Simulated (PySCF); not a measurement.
Species: C3H9O2P.
Structure used (GFN2-xTB), in Å, numbered top down from 1:
```xyz
15
C3H9O2P angstrom
C     -1.6400   -0.7676   -0.0614
C     -0.8182   -0.0001    0.9591
P      0.6940    0.7604    0.2455
C      1.6538   -0.5754   -0.5566
O      1.4507    1.6152    1.1695
O      0.1398    1.6155   -1.0131
H     -2.5963   -1.0649    0.3649
H     -1.1170   -1.6643   -0.3841
H     -1.8271   -0.1450   -0.9329
H     -1.3911    0.8273    1.3851
H     -0.5009   -0.6390    1.7845
H      1.1068   -0.9952   -1.3931
H      1.8719   -1.3463    0.1771
H      2.5875   -0.1431   -0.9074
H      0.3817    2.5304   -0.8591
```

Theory: TDDFT wB97X-D/def2-SVPD, vertical, gas phase, core orbitals frozen in the response in PySCF 2.14.0, density-fitted response routines.

Broadening: Gaussians 0.25 eV wide at half height, area fixed by f = 4.319×10⁻⁹ ∫ε dν̃. The cross-section is σ = 3.8235×10⁻²¹ ε cm², given in Mb (10⁻¹⁸ cm²). The width is an assumption, not a result. The curve ends short of the highest state used, and states not computed would add to its high-energy end.

```tsv
E (eV)	σ (Mb)
7.30	0.04
7.34	0.13
7.38	0.40
7.42	1.07
7.46	2.48
7.50	4.96
7.54	8.62
7.58	12.99
7.62	17.00
7.66	19.30
7.70	19.02
7.74	16.33
7.78	12.35
7.82	8.67
7.86	6.69
7.90	7.34
7.94	10.98
7.98	17.21
8.02	24.62
8.06	30.94
8.10	33.90
8.14	32.39
8.18	27.12
8.22	20.17
8.26	13.73
8.30	9.06
8.34	6.21
8.38	4.57
8.42	3.46
8.46	2.52
```

(1) Where are the band maxima, and which computed states make them?

(2) Coming from long wavelengths, where does ε first pass 100 L mol⁻¹ cm⁻¹?

Answers

(1) 162 nm (7.68 eV), ε about 5100, made up of S1 (100%); 153 nm (8.11 eV), ε about 8900, made up of S2 (48%) and S3 (51%) (ε in L mol⁻¹ cm⁻¹; maxima over ε = 5, shares over 10%). The states used: S1 7.68 eV (f 0.047); S2 8.10 eV (f 0.040); S3 8.11 eV (f 0.042); S4 8.37 eV (f 0.0082); S5 8.80 eV (f 0.015); S6 8.90 eV (f 0.0019); S7 8.99 eV (f 0.059); S8 9.06 eV (f 0.0017).

(2) At about 168 nm (7.38 eV), 0.30 eV below S1.

One conformer stands for the species.
